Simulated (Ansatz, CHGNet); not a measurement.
For trigonal Se, the machine-learned potential CHGNet-r²SCAN (trained on r²SCAN data) gives:

| Property | Value |
|---|---|
| equilibrium lattice constant a | 4.736 Å |
| c axis length | 5.042 Å |
| elastic constant C11 | 13.9 GPa |
| elastic constant C44 | 2.0 GPa |
| polycrystal shear modulus | 2.4 GPa |

**Question.** What does r²SCAN (Ansatz, a program for electronic structure, PAW) give for the same quantities?

**Answer.** 
- lattice constant a: 4.504 Å (drops by 4.9 %)
- lattice parameter c: 4.992 Å (decreases by 1.0 %)
- elastic constant C11: 12.9 GPa (falls by 7.2 %)
- elastic constant C44: 13.6 GPa (grows by 580 %)
- Voigt–Reuss–Hill shear modulus: 7.5 GPa (increases by 210 %)

For comparison: lattice constant a 4.365 Å (measured, 293 K, not corrected to a static lattice; as tabulated in Wikipedia's data pages); lattice parameter c 4.958 Å (measured, 293 K, not corrected to a static lattice; as tabulated in Wikipedia's data pages).

Changes are worked out from the printed values.

Unless a cell is named, each level is at its own relaxed cell (CHGNet-r²SCAN 32.65, r²SCAN 29.26 Å³/atom).

Caveats: the cell comes from a level without a dispersion term, which matters for the spacing of layers, chains or molecules (r²SCAN). Ansatz's density-functional and Hartree–Fock values are scalar-relativistic unless marked +SOC, with PAW data made under PBE.
